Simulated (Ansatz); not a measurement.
## Breaking a bond in HF (hydrogen fluoride)

The species is HF (2 atoms), meant as a singlet with charge 0. As SMILES, `F`. The shape is that of a PBE0-D4/def2-TZVP optimisation.

```xyz
2

F    -0.3900    0.1446   -0.1964
H     0.3900   -0.1446    0.1964
```

The F1–H2 distance is scanned; the parts on either side stay rigid. Basis 3-21G, 1 core orbital frozen in the correlated methods; program Ansatz 0.2.0. FCI is exact within this basis and core. Energies in eV from each method's value at 0.920 Å; methods without a U are spin-restricted; a dash marks a point that is missing or didn't converge. The shape above is that at 0.920 Å.

At 2.30 Å, estimate the order of these methods by their error in the energy rise against FCI, smallest first.
A. HF
B. CCSDT(Q)
C. CCSD

B (0.01 eV), C (0.23 eV), A (3.90 eV).

```csv
distance (Å),HF,CCSD,CCSDT(Q),FCI
0.920,0.00,0.00,0.00,0.00
1.150,0.85,0.51,0.50,0.50
1.380,2.53,1.75,1.70,1.70
1.840,5.72,3.63,3.48,3.49
2.300,8.04,4.37,4.14,4.15
```
